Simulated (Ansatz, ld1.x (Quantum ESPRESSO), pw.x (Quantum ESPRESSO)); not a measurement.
Equation-of-state test of one RRKJ potential (zirconium (Zr))

ld1.x (Quantum ESPRESSO) 7.5 input, shortened:

```
&input
   title='Zr', zed=40., rel=1, dft='PBESOL', iswitch=3,
   config='[Kr] 4d2 4f-2 5s1.5 5p0'
 /
 &inputp
   pseudotype=2, tm=.false., lloc=0,
   nlcc=.false.
 /
4
5P  2  1   0.00   0.00  3.15  3.15  0.0
4D  3  2   2.00   0.00  2.40  2.40  0.0
4F  4  3  -2.00   0.20  3.35  3.35  0.0
5S  1  0   1.50   0.00  3.20  3.20  0.0
 &test
   configts(1)='4d2 5s1.5 5p0'
 /
```

Atomic tests: cutoffs needed: 21 Ry and 30 Ry (the cutoffs (Ry, on a coarse ladder) from which the occupation-weighted sum of valence levels, in a spherical-Bessel basis at the reference potential, stays within 10 and 1 mRy of its value at 400 Ry); ghost test: no extra level below or beside the all-electron valence levels (p, d, f, s tested) (spherical-Bessel basis up to 400 Ry, 20 bohr box); largest excitation error: +168 meV (all-electron minus pseudo) for 4d1 5s0 5p0, out of 7 test configurations.

Crystal test: diamond Zr in pw.x 7.5, no spin, 8³ k-points, Fermi–Dirac smearing 0.01 Ry, cutoffs 40/160 Ry. The lattice is a test structure that the element need not adopt, and mesh and smearing are coarse.

pw.x input:

```
&control
  calculation='scf', prefix='x', pseudo_dir='./', outdir='./tmp', tstress=.true., disk_io='none'
/
&system
  ibrav=0, nat=2, ntyp=1, ecutwfc=40, ecutrho=160, nbnd=11,
  occupations='smearing', smearing='fd', degauss=0.01
/
&electrons
  conv_thr=1e-09, mixing_beta=0.4, electron_maxstep=70
/
ATOMIC_SPECIES
Zr 1.0 Zr.UPF
CELL_PARAMETERS angstrom
  0.00000000 3.07626691 3.07626691
  3.07626691 0.00000000 3.07626691
  3.07626691 3.07626691 0.00000000
ATOMIC_POSITIONS crystal
Zr 0.0000 0.0000 0.0000
Zr 0.2500 0.2500 0.2500
K_POINTS automatic
8 8 8 0 0 0
```

```bash
pw.x < Zr.scf.in > Zr.scf.out
```

Task: How does the run end?

Result: It converges; the pressure is 0.20 GPa against 0.02 GPa from all-electron LAPW. The largest radius (3.35 bohr) exceeds half the bond length (2.52 bohr), so the spheres overlap, which is one possible source of error among others. This is a poor potential for the solid. The log shows:

```
     number of k points=    29  Fermi-Dirac smearing, width (Ry)=  0.0100
     iteration #  1     ecut=    40.00 Ry     beta= 0.40
     total energy              =     -11.81919712 Ry
     estimated scf accuracy    <       0.00430990 Ry
     iteration #  2     ecut=    40.00 Ry     beta= 0.40
     total energy              =     -11.81942613 Ry
     estimated scf accuracy    <       0.00089667 Ry
     iteration #  3     ecut=    40.00 Ry     beta= 0.40
     total energy              =     -11.81952434 Ry
     estimated scf accuracy    <       0.00013026 Ry
     iteration #  4     ecut=    40.00 Ry     beta= 0.40
     total energy              =     -11.81954441 Ry
     estimated scf accuracy    <       0.00000041 Ry
     iteration #  5     ecut=    40.00 Ry     beta= 0.40
     total energy              =     -11.81954670 Ry
     estimated scf accuracy    <       0.00000031 Ry
     iteration #  6     ecut=    40.00 Ry     beta= 0.40
     total energy              =     -11.81954677 Ry
     estimated scf accuracy    <       0.00000009 Ry
     iteration #  7     ecut=    40.00 Ry     beta= 0.40
     total energy              =     -11.81954676 Ry
     estimated scf accuracy    <       0.00000016 Ry
     iteration #  8     ecut=    40.00 Ry     beta= 0.40
     total energy              =     -11.81954679 Ry
     estimated scf accuracy    <          5.1E-09 Ry
     iteration #  9     ecut=    40.00 Ry     beta= 0.40
     the Fermi energy is     5.3730 ev
!    total energy              =     -11.81954680 Ry
     estimated scf accuracy    <          1.3E-10 Ry
     smearing contrib. (-TS)   =      -0.02035328 Ry
     The total energy is F=E-TS. E is the sum of the following terms:
     one-electron contribution =       6.47583899 Ry
     hartree contribution      =       0.71346208 Ry
     xc contribution           =      -4.16236485 Ry
     ewald contribution        =     -14.82612974 Ry
     convergence has been achieved in   9 iterations
          total   stress  (Ry/bohr**3)                   (kbar)     P=        1.98
     Message from routine punch:
     Nothing written, as per user request (disk_io='none')
```
